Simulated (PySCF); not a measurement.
## SMILES N[SiH2]S, H5NSSi

Cartesian coordinates in Å; atom numbers follow the order of the lines, from 1:
```xyz
8

N    -0.8967   -0.7313    0.3345
Si    0.1179    0.6509    0.2351
S     1.3930    0.3021   -1.4617
H    -1.5625   -0.7993    1.0863
H    -1.2815   -1.1271   -0.5094
H    -0.4821    1.9427   -0.0762
H     0.9144    0.6685    1.4532
H     1.8067   -0.8973   -1.0864
```

Level of theory: PySCF 2.14.0, GIAO BHandHLYP/pcSseg-1 magnetisability, rotational g tensor and spin-rotation constants, non-relativistic, gas phase. Geometry: GFN2-xTB.

**Question.** Give the nuclear spin-rotation constants along the inertial axes (H = +C I·J) beside the isotropic shieldings.

**Answer.** Rotational constants 15.9353, 4.0100, 3.3899 GHz. A star marks the isotopologue with that one atom substituted, in its own axes.
```tsv
atom	isotope	Caa (kHz)	Cbb (kHz)	Ccc (kHz)	mean (kHz)	σ (ppm)
N1	14N	0.326	0.154	0.144	0.208	249.8
H4	1H	0.032	-0.469	-0.442	-0.293	31.6
H5	1H	-1.884	-0.133	-0.307	-0.775	31.4
H6	1H	-1.399	-0.173	0.003	-0.523	27.0
H7	1H	-1.367	-0.248	0.066	-0.516	26.9
H8	1H	-1.941	-0.308	-0.165	-0.804	31.6
Si2	29Si*	-9.066	-2.317	-2.100	-4.494	384.3
S3	33S*	2.616	0.430	0.573	1.206	734.8
```
For the geometry as given, no vibrational averaging.

**Question.** How do the rotational constants and the g tensor change when H4, H5, H6, H7, H8 are replaced by deuterium?

**Answer.** Constants 11.5471, 3.5639, 3.0015 GHz; g -0.0479, -0.0119, -0.0112, against -0.0658, -0.0130, -0.0124 before.
